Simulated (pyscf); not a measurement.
F–BH–F (SMILES FBF) + SiH₄ (SMILES [SiH4]) → HF (SMILES F) + F–BH–SiH₃ (SMILES FB[SiH3]) (four-centre exchange; singlet surface; B–F, H–Si broken, F–H, B–Si formed). PySCF, gas phase, ωB97X-D3(BJ)/def2-SVP geometries. Correlated levels are frozen-core, on RHF or UHF. ΔMP2 is the change of the MP2 total energy from the triple- to the quadruple-zeta basis. Energies in kcal/mol from the separated reactants.

```
level                                barrier  reaction energy
--------------------------------  ----------  ---------------
r²SCAN/def2-TZVP                        57.7            +48.3
PBE0-D3(BJ)/def2-TZVP                   57.3            +45.3
M06-2X/def2-TZVP                        64.7            +48.8
ωB97M-D3(BJ)/def2-TZVP                  63.7            +48.3
HF/def2-TZVP                            89.3            +52.8
CCSD(T)/def2-TZVPP                      65.2            +46.4
CCSD(T)/def2-TZVPP + ΔMP2(QZVPP)  (withheld)       (withheld)
```

Task: Fill in the missing entries.

Result: 
- CCSD(T)/def2-TZVPP + ΔMP2(QZVPP), barrier: 65.0
- CCSD(T)/def2-TZVPP + ΔMP2(QZVPP), reaction energy: +45.6

Of the functionals in the table, M06-2X is closest to CCSD(T)/def2-TZVPP + ΔMP2(QZVPP) in the barrier (0.2 kcal/mol apart) and PBE0-D3(BJ) least close (7.6 kcal/mol); that level has limits of its own. The same reactants have a lower exit, to F–BH–F + SiH₄ (barrier +26.4 kcal/mol at ωB97M-D3(BJ)/def2-TZVP, against +63.7 kcal/mol here). One saddle was located; it need not be the lowest between these sides. The CCSD(T) − MP2 part came from Ansatz, without density fitting, on the same reference.
